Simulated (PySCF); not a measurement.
Ethanethiol, C₂H₆S.
Atom-mapped SMILES: `[CH3:1][CH2:2][SH:3]` (hydrogens: H4, H5, H6 on C1; H7, H8 on C2; H9 on S3)

Computed geometry: GFN2-xTB, gas phase.

(1) What internal coordinates does the optimisation give?

Results:

(1) 
```csv
bond,length (Å),order
C1–C2,1.516,single
C2–S3,1.829,single
"C1–H4, C1–H5, C1–H6",1.088,single
"C2–H7, C2–H8",1.090,single
S3–H9,1.332,single
```

Bonds in one row agree within 0.01 Å and their mean is given. Orders are formal, as drawn. A selection of angles:
```csv
angle,degrees
C2–C1–H4,109.8
C2–C1–H5,110.7
H4–C1–H5,108.6
C1–C2–S3,112.2
C1–C2–H7,111.2
S3–C2–H7,104.5
S3–C2–H8,107.8
H7–C2–H8,109.0
C2–S3–H9,96.0
```

Dihedral angles: H9–S3–C2–C1 -60° (synclinal). The mirror-image conformer, all signs reversed, is as good.

GFN2-xTB frequencies: not computed here. One conformer, not necessarily the lowest (C1–C2–S3–H -60°).
